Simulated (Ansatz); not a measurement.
## Molecular dynamics, step by step

C2H2B (SMILES b1c[cH+]1) (charge +1), singlet, PBE-D4/def2-SVP (Ansatz 0.2.0). Settings (timestep in fs, temperature in K; T counts 9 degrees of freedom):

```yaml
hamiltonian: {xc: pbe, dispersion: d4}
md: {n_steps: 80, timestep: 1.0, temperature: 500, ensemble: nvt_nose_hoover, seed: 749, initial_velocities: maxwell_boltzmann}
```

Start (the SMILES describes the start alone):

```tsv
atom	x (Å)	y (Å)	z (Å)
B1	-1.1215	0.4465	-0.4288
C2	-0.2946	-0.6463	0.0042
C3	0.2393	0.6677	-0.0204
H4	0.0146	-1.6483	0.2512
H5	1.1622	1.1804	0.1938
```

```csv
step,time (fs),potential energy less the start (meV),kinetic energy (meV),T (K)
0,0.00,0.0,193.9,500
5,5.00,113.7,82.5,213
10,10.00,-35.3,228.5,589
15,15.00,20.1,175.0,451
20,20.00,49.7,145.1,374
25,25.00,22.0,174.4,450
30,30.00,-19.2,215.7,556
35,35.00,60.7,137.7,355
40,40.00,1.3,197.4,509
45,45.00,17.7,183.6,473
50,50.00,44.2,159.6,412
55,55.00,42.1,162.7,420
60,60.00,46.2,161.3,416
65,65.00,-42.4,251.7,649
70,70.00,147.1,67.5,174
75,75.00,18.8,196.4,507
80,80.00,39.4,181.2,467
```

Step 15, positions (Å) and forces (eV/Å):

```
atom       x       y       z      Fx      Fy      Fz
  B1  -1.065   0.416  -0.403  -2.868   1.770  -1.278
  C2  -0.347  -0.657  -0.008   2.059  -2.248   0.923
  C3   0.221   0.713  -0.045   1.740   0.076   0.882
  H4   0.180  -1.595   0.305  -0.485   0.388  -0.184
  H5   1.231   1.046   0.298  -0.446   0.015  -0.343
```

Step 25, positions (Å) and forces (eV/Å):

| atom | x | y | z | Fx | Fy | Fz |
| --- | --- | --- | --- | --- | --- | --- |
| B1 | -1.116 | 0.437 | -0.428 | 1.945 | -0.441 | 0.747 |
| C2 | -0.327 | -0.685 | -0.008 | 0.408 | 1.174 | 0.480 |
| C3 | 0.242 | 0.726 | -0.017 | -1.291 | -1.554 | -0.790 |
| H4 | 0.172 | -1.630 | 0.376 | -0.561 | 0.684 | -0.568 |
| H5 | 1.297 | 1.039 | 0.169 | -0.502 | 0.137 | 0.131 |

Step 65, positions (Å) and forces (eV/Å):

| atom | x | y | z | Fx | Fy | Fz |
| --- | --- | --- | --- | --- | --- | --- |
| B1 | -1.126 | 0.435 | -0.432 | 1.636 | 0.197 | 0.520 |
| C2 | -0.310 | -0.640 | -0.001 | -0.499 | -0.848 | 0.329 |
| C3 | 0.245 | 0.678 | -0.019 | -1.893 | 0.254 | -0.998 |
| H4 | 0.107 | -1.604 | 0.345 | -0.016 | -0.002 | -0.180 |
| H5 | 1.235 | 1.062 | 0.170 | 0.772 | 0.398 | 0.330 |

Last step (80):

B1  (-1.059, 0.438, -0.413)
C2  (-0.334, -0.662, 0.021)
C3  (0.213, 0.695, -0.053)
H4  (0.085, -1.679, 0.208)
H5  (1.208, 1.166, 0.258)
(Å)

The run took about 34 s on 2 CPU threads of an Arm Neoverse V1 (shared host).
